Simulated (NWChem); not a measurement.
Program: NWChem. System: C2H3, charge 0, spin multiplicity 2, at a geometry optimised with UPBE/def2-SVP. The structure started from a generated list of species. Its SCF solution wasn't tested for a lower state. Level: UB3LYP/def2-TZVP, VWN1-RPA local correlation.

Job file:

```
start mol
memory heap 200 mb stack 900 mb global 1100 mb
geometry units angstroms nocenter noautoz
  C      0.248606     0.684719     0.000000
  C     -0.117510    -0.581819     0.000000
  H     -0.218070     1.678869     0.000000
  H     -1.186454    -0.887834     0.000000
  H      0.617945    -1.408438     0.000000
  symmetry group Cs
end
basis spherical
  * library def2-tzvp
end
dft
  xc b3lyp
  odft
  mult 2
  semidirect memsize 60000000 filesize 0
  iterations 100
end
task dft energy
```

Part of the output:

```
             Northwest Computational Chemistry Package (NWChem) 7.3.0
             --------------------------------------------------------

                                NWChem Input Module
                                -------------------

 Scaling coordinates for geometry "geometry" by  1.889725989
 (inverse scale =  0.529177249)

 Turning off AUTOSYM since
 SYMMETRY directive was detected!

                             Geometry "geometry" -> ""
                             -------------------------

 Output coordinates in angstroms (scale by  1.889725989 to convert to a.u.)

  No.       Tag          Charge          X              Y              Z
 ---- ---------------- ---------- -------------- -------------- --------------
    1 C                    6.0000     0.24860600     0.68471900     0.00000000
    2 C                    6.0000    -0.11751000    -0.58181900     0.00000000
    3 H                    1.0000    -0.21807000     1.67886900     0.00000000
    4 H                    1.0000    -1.18645400    -0.88783400     0.00000000
    5 H                    1.0000     0.61794500    -1.40843800     0.00000000

 Effective nuclear repulsion energy (a.u.)      28.0943661962

            Nuclear Dipole moment (a.u.)
            ----------------------------
        X                 Y               Z
 ---------------- ---------------- ----------------
    -0.0000056692    -0.0000056692     0.0000000000

      Symmetry information
      --------------------

 Group name             Cs
 Group number              2
 Group order               2
 No. of unique centers     5

      Symmetry unique atoms

     1    2    3    4    5


 Summary of "ao basis" -> "" (spherical)
 ------------------------------------------------------------------------------
       Tag                 Description            Shells   Functions and Types
 ---------------- ------------------------------  ------  ---------------------
 *                         def2-tzvp                  on all atoms

                                 NWChem DFT Module
                                 -----------------
[...]
  ----- ------------  ---------------      ----- ------------  ---------------
    36      3.322393  2 C  s                 77     -1.906949  5 H  s
    71     -1.757064  4 H  s                  5     -1.037003  1 C  s
    35      0.773199  2 C  s                 13      0.677741  1 C  py
    10      0.337590  1 C  py                65     -0.289374  3 H  s
    44     -0.269725  2 C  py                 4     -0.256568  1 C  s

   alpha - beta orbital overlaps
   -----------------------------

   alpha      1      2      3      4      5      6      7      8      9     10
    beta      1      2      3      4      5      6      7      8      9     10
 overlap   0.974  0.974  0.996  0.993  0.990  0.984  0.996  0.979  0.996  0.989

   alpha     11     12     13     14     15     16     17     18     19     20
    beta     11     12     13     14     15     16     17     19     18     20
 overlap   0.988  0.999  0.989  0.987  0.997  0.951  0.937  0.935  0.997  0.997

   alpha     21     22     23     24     25     26     27     28     29     30
    beta     21     22     23     24     25     26     27     28     29     30
 overlap   0.996  0.993  0.996  0.997  0.996  0.998  0.994  0.996  0.998  0.982

   alpha     31     32     33     34     35     36     37     38     39     40
    beta     31     32     33     34     35     36     37     38     39     40
 overlap   0.984  0.999  0.995  0.999  0.980  0.998  0.954  0.973  0.994  0.998

   alpha     41     42     43     44     45     46     47     48     49     50
    beta     41     42     43     44     45     47     46     48     49     50
 overlap   0.995  0.999  0.994  0.999  0.999  1.000  1.000  0.999  0.999  0.996

   alpha     51     52     53     54     55     56     57     58     59     60
    beta     51     52     53     54     55     56     57     58     59     60
 overlap   0.996  0.998  0.999  0.998  0.996  0.992  0.991  0.991  0.995  0.983

   alpha     61     62     63     64     65     66     67     68     69     70
    beta     61     62     63     64     65     66     67     68     69     70
 overlap   0.921  0.975  0.928  0.982  0.998  0.995  0.994  0.998  0.998  0.998

   alpha     71     72     73     74     75     76     77     78     79     80
    beta     71     72     73     74     75     76     77     78     79     80
 overlap   0.999  1.000  0.999  1.000  1.000  0.996  0.996  0.999  1.000  1.000

     --------------------------
     Expectation value of S2:
     --------------------------
      <S2> =      0.7602 (Exact =     0.7500)

 center of mass
 --------------
 x =   0.05457389 y =   0.04283615 z =   0.00000000

 moments of inertia (a.u.)
 ------------------
          54.668173218272          -9.502390169471           0.000000000000
          -9.502390169471           9.771444157680           0.000000000000
           0.000000000000           0.000000000000          64.439617375952

     Multipole analysis of the density
     ---------------------------------

     L   x y z        total         alpha         beta         nuclear
     -   - - -        -----         -----         ----         -------
     0   0 0 0     -0.000000     -8.000000     -7.000000     15.000000

     1   1 0 0     -0.272532     -0.568657      0.296130     -0.000006
     1   0 1 0     -0.048859     -0.673551      0.624698     -0.000006
     1   0 0 1     -0.000000     -0.000000     -0.000000      0.000000

     2   2 0 0     -9.720116    -10.569227     -7.331357      8.180469
     2   1 1 0     -0.557154     -3.300708     -1.714902      4.458455
     2   1 0 1      0.000000      0.000000      0.000000      0.000000
     2   0 2 0     -8.047838    -24.339004    -20.971707     37.262873
     2   0 1 1      0.000000      0.000000      0.000000      0.000000
     2   0 0 2    -11.179307     -5.934523     -5.244784      0.000000

 Task  times  cpu:        1.6s     wall:        1.6s

 Total times  cpu:        1.7s     wall:        1.7s
```
